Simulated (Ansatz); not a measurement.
Molecule: C2H5S (charge 0, doublet). It need not be the lowest isomer of its formula. 
Geometry from a B3LYP-D3(BJ)/def2-TZVP (Ansatz, an electronic-structure program) optimisation:
```
S
C 1 1.7031
H 2 1.0784 1 117.39
H 2 1.0789 3 120.79 1 -172.67
C 1 1.8098 2 101.63 3 178.37
H 5 1.0884 1 107.19 2 179.31
H 5 1.0892 6 109.47 1 -119.70
H 5 1.0894 6 109.32 7 -120.69
```
Charge 0, spin multiplicity 2.

Problem. Give the harmonic wavenumbers at B3LYP-D3(BJ)/def2-TZVP (Ansatz, finite differences of forces, unscaled).

Solution. 96, 175, 299, 343, 702, 853, 892, 963, 1029, 1350, 1409, 1466, 1482, 3044, 3120, 3139, 3165, 3286 cm⁻¹. Zero-point energy 38.3 kcal/mol.

Problem. From these and the geometry, give the ideal-gas thermochemistry at 298.15 K and 1 atm (rigid rotor, harmonic oscillator).

Solution. Point group C1, rotational symmetry number 1. Rotational constants 20.89, 8.11, 6.07 GHz. S(trans) 38.25, S(rot) 23.26, S(vib) 9.41, S(elec, spin only) 1.38, S 72.3 cal/(mol K). H(298) - H(0) 3.92 kcal/mol; G - E(el) 20.7 kcal/mol.
